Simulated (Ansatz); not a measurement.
A nudged elastic band was laid between two geometries of BH₃O (5 atoms, charge 0, multiplicity 1).

Theory: RKS CAM-B3LYP-D4/cc-pVDZ (Ansatz).

```
movable images  : 7
climbing image  : yes
spring          : 5.0 eV/Å²
optimiser       : quadratic models (default)
start path      : through a guess of the saddle point
force threshold : 0.05 eV/Å
iteration limit : 60
end points      : relaxed
```

First end point:

```xyz
5
Properties=species:S:1:pos:R:3
B 0.364 -0.015 0.075
O 0.578 -0.117 1.402
H -0.235 -0.209 1.915
H 1.347 0.102 -0.612
H -0.757 -0.042 -0.382
```

Last end point:

```xyz
5
Properties=species:S:1:pos:R:3
B -0.076 0.028 -0.662
O 0.658 -0.034 0.802
H 0.326 -0.181 1.711
H 1.623 -0.015 0.765
H -1.233 -0.079 -0.219
```

(1) What changes between the two ends?

(2) What energy profile does the band end with?

(3) What is the geometry of the highest image?

The band took 14 iterations and of the order of 80 core-seconds.

Results:

(1) Bonds broken: B1–H4. Bonds formed: O2–H4.

(2) The run converged. The highest image is number 6 of 0 to 8, 5.15 eV above the first end and 0.30 eV above the last; the last end lies 4.84 eV above the first. Neighbouring images differ by up to 1.5 eV, so the band resolves the path poorly. A vibrational analysis at the climbing image gives one clearly imaginary mode, 1226i cm⁻¹: a first-order saddle point. The orbitals stay closed-shell, which can raise the energy where a bond breaks towards radicals; this wasn't checked here.

| image | path coordinate (Å) | energy (eV) | B1–H4 (Å) | O2–H4 (Å) |
| --- | --- | --- | --- | --- |
| 0 | 0.00 | 0.00 | 1.21 | 2.17 |
| 1 | 0.27 | 0.17 | 1.20 | 2.08 |
| 2 | 0.54 | 0.65 | 1.20 | 1.96 |
| 3 | 0.81 | 1.56 | 1.20 | 1.78 |
| 4 | 1.08 | 3.04 | 1.24 | 1.54 |
| 5 | 1.35 | 4.58 | 1.35 | 1.30 |
| 6 | 1.62 | 5.15 | 1.55 | 1.07 |
| 7 | 1.99 | 4.92 | 1.96 | 0.97 |
| 8 | 2.36 | 4.84 | 2.22 | 0.97 |

(3) 
```xyz
5
Properties=species:S:1:pos:R:3
B 0.102 0.038 -0.448
O 0.640 0.244 1.050
H 0.274 -0.323 1.762
H 1.391 -0.136 0.388
H -1.109 -0.103 -0.356
```

The run took 80 s on 1 thread of Arm Neoverse V1 (shared host), peak memory 0.086 GiB.
